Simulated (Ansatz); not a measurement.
# C₃H₇NO: one species, many methods

One table from this session's results is given with a row withheld; the runs are named, their logs left out.

Computed with Ansatz 0.2.0, Gaussian basis. Level: functionals in def2-TZVPP, the program's frozen cores in correlated methods.

Levels to be run: PBE-D4, r2SCAN-D4, PBE0-D4, B3LYP-D4, ωB97X-V, ωB97M-V, B2PLYP; CCSD(T)/def2-TZVPP; MP2/def2-QZVPP; extrapolation to the limit.

**The relaxed structure**

An earlier PBE0-D4 in a triple-zeta def2 set relaxation fixed the geometry.

SMILES `NCC1CO1`, 12 atoms, charge 0, spin multiplicity 1.

Atoms are counted from 1 here; the program's logs count them from 0.

Bond lengths: N1–C2 1.451 Å, N1–H6 1.013 Å, N1–H7 1.012 Å, C2–C3 1.505 Å, C2–H8 1.094 Å, C2–H9 1.094 Å, C3–C4 1.459 Å, C3–O5 1.418 Å, C3–H10 1.092 Å, C4–O5 1.419 Å, C4–H11 1.087 Å, C4–H12 1.088 Å. Angles: C2–N1–H6 110.7°, C2–N1–H7 111.0°, H6–N1–H7 107.2°, N1–C2–C3 114.6°, N1–C2–H8 109.3°, N1–C2–H9 108.4°, C3–C2–H8 108.5°, C3–C2–H9 109.3°, H8–C2–H9 106.4°, C2–C3–C4 121.5°, C2–C3–O5 117.0°, C2–C3–H10 115.4°, C4–C3–O5 59.1°, C4–C3–H10 117.5°, O5–C3–H10 114.0°, C3–C4–O5 59.0°, C3–C4–H11 120.1°, C3–C4–H12 119.1° and more.

Set-up of the first run:

Contents of in.yaml:

```yaml
crystal:
  periodic: [false, false, false]
  atoms:
    - {symbol: N, position_ang: [-1.283162, 1.206340, 0.637117]}
    - {symbol: C, position_ang: [0.031719, 1.012546, 0.055236]}
    - {symbol: C, position_ang: [0.599361, -0.369603, 0.235681]}
    - {symbol: C, position_ang: [0.433545, -1.400829, -0.783671]}
    - {symbol: O, position_ang: [1.676083, -0.739036, -0.609493]}
    - {symbol: H, position_ang: [-1.937504, 0.520827, 0.279717]}
    - {symbol: H, position_ang: [-1.254945, 1.096249, 1.643112]}
    - {symbol: H, position_ang: [-0.010648, 1.232657, -1.015876]}
    - {symbol: H, position_ang: [0.715692, 1.745084, 0.494777]}
    - {symbol: H, position_ang: [0.714008, -0.697504, 1.270533]}
    - {symbol: H, position_ang: [0.422682, -2.450607, -0.501153]}
    - {symbol: H, position_ang: [-0.095829, -1.155826, -1.702580]}
basis:
  gaussian: {orbitals: def2-TZVPP}
hamiltonian: {xc: pbe, dispersion: d4}
output: {forces: true, orbitals: {seedname: orbitals}}
```

Started as:

```bash
$ ansatz run in.yaml --threads 4 --pin off --events-out ev --progress --plain --max-ram 10444MiB
```

Among the steps run: PBE-D4 (GGA); r2SCAN-D4 (meta-GGA); PBE0-D4 (hybrid); B3LYP-D4 (hybrid); ωB97X-V (range-separated); ωB97M-V (range-separated); B2PLYP (double hybrid); CCSD(T) in def2-TZVPP; MP2 in def2-QZVPP.

One of the session's tables, all rows but one given; the rest of the session is left out.

| method | atomisation energy (kJ/mol) |
| --- | --- |
| PBE-D4 | 4814.2 |
| r2SCAN-D4 | 4672.5 |
| PBE0-D4 | 4703.9 |
| B3LYP-D4 | 4670.4 |
| ωB97X-V | 4685.5 |
| ωB97M-V | 4686.4 |
| B2PLYP | 4620.9 |
| HF/def2-TZVPP | 3256.2 |
| MP2/def2-TZVPP | 4622.2 |
| CCSD/def2-TZVPP | ? |
| CCSD(T)/def2-TZVPP | 4536.7 |
| MP2/CBS | 4748.2 |
| CCSD(T)/CBS | 4662.7 |

Q: Estimate the row for CCSD/def2-TZVPP from the others.

The run gave: atomisation energy (kJ/mol): 4460.0. In the column «atomisation energy (kJ/mol)» it lies between HF/def2-TZVPP (3256.2) and CCSD(T)/def2-TZVPP (4536.7).
